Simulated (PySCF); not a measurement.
Molecular orbitals of LiS

PBE0 at R = 2.147 Å; PySCF, spin-free X2C with a Gaussian nucleus, basis sets Li x2c-TZVPPall, S x2c-TZVPPall. State: ²Π (doublet), unpaired electrons π ↑. Only the outer orbitals are listed, counted within each symmetry.

```
spin  orbital  occ.  ε (eV)  on Li (%)   main shells (%)
   α       4σ     1  -55.67        100          100 Li s
   α       5σ     1  -17.33          2            97 S s
   α       2π     1   -7.11          4            96 S p
   α       6σ     1   -6.50          6            93 S p
   α       2π     1   -5.83          7            93 S p
   α       7σ     0   -1.36         99  79 Li s, 20 Li p
   α       3π     0    0.56         98           98 Li p
   α       3π     0    0.71         96           96 Li p
   β       4σ     1  -55.67        100          100 Li s
   β       5σ     1  -15.98          3            96 S s
   β       6σ     1   -6.14          7            92 S p
   β       2π     1   -5.48          8            92 S p
   β       2π     0   -2.75         14   86 S p, 12 Li p
   β       7σ     0   -1.33         99  77 Li s, 22 Li p
   β       3π     0    0.72         95           94 Li p
```

Question: Which are the highest filled and the lowest empty level, where do they sit, and how wide is the gap?

Answer: Highest filled β 2π at -5.48 eV (in %: 92 S p); lowest empty β 2π at -2.75 eV (in %: 86 S p, 12 Li p); the gap at PBE0 is 2.73 eV. Both belong to one degenerate shell, split only by its one-sided filling, so this is no excitation gap.

```json
{
  "bond order (Mayer)": "0.69",
  "⟨S²⟩": "0.755",
  "charge on Li (Mulliken, basis-dependent)": "0.63",
  "charge on Li (Löwdin, basis-dependent)": "0.11",
  "dipole moment (positive dipole means Li(−)S(+))": "-6.89 D",
  "polarisability along the bond": "38.8 bohr³",
  "polarisability across the bond": "28.7 bohr³"
}
```

The state was picked by a PBE0 search and need not be the measured ground state.
